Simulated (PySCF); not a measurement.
All of these have the formula C3H6OS. Method used: PySCF 2.14.0, density-fitted response routines, TDDFT PBE0/def2-SVPD, vertical, gas phase, core orbitals frozen in the response. Geometries: GFN2-xTB; one conformer of each isolated species. Triplets are in the Tamm–Dancoff approximation.

A. `O=C(C)CS`
B. `CO[C@H]1CS1`
C. `C=C[S@@](C)=O`

Lowest singlet levels (six at most, fewer where fewer were computed) with oscillator strengths:

1. 5.01 eV (f 0.000); 6.19 eV (f 0.016); 6.37 eV (f 0.032); 6.75 eV (f 0.084); 6.88 eV (f 0.008); 6.98 eV (f 0.036); T1 4.57 eV
2. 5.12 eV (f 0.059); 6.01 eV (f 0.006); 6.16 eV (f 0.015); 6.40 eV (f 0.049); 6.53 eV (f 0.036); 7.05 eV (f 0.005); T1 4.23 eV
3. 4.24 eV (f 0.006); 5.14 eV (f 0.009); 5.85 eV (f 0.010); 6.46 eV (f 0.016); 6.77 eV (f 0.034); 7.13 eV (f 0.011); T1 3.66 eV

Question: Which spectrum belongs to which structure?

Answer: 1 = B, 2 = C, 3 = A.
- A: S1 at 4.24 eV, HOMO→LUMO (76%), HOMO-1→LUMO (21%); Löwdin shares by element: HOMO sulfur 48%, oxygen 22%, carbon 18% or more; LUMO carbon 40% or more, oxygen 28%, sulfur 18%; HOMO -7.13 and LUMO -1.02 eV.
- B: S1 at 5.01 eV, HOMO→LUMO (96%); Löwdin shares by element: HOMO sulfur 75%, carbon 16% or more; LUMO sulfur 52%, carbon 30% or more, oxygen 5%; HOMO -6.65 and LUMO 0.11 eV.
- C: S1 at 5.12 eV, HOMO→LUMO (96%); Löwdin shares by element: HOMO oxygen 46%, sulfur 30%, carbon 16% or more; LUMO carbon 70%, sulfur 12% (atoms not listed hold the other 18%); HOMO -6.92 and LUMO -0.61 eV.
B and C have S1 within 0.11 eV of each other; their strongest listed levels stand at 6.75 eV (f 0.084) and 5.12 eV (f 0.059).
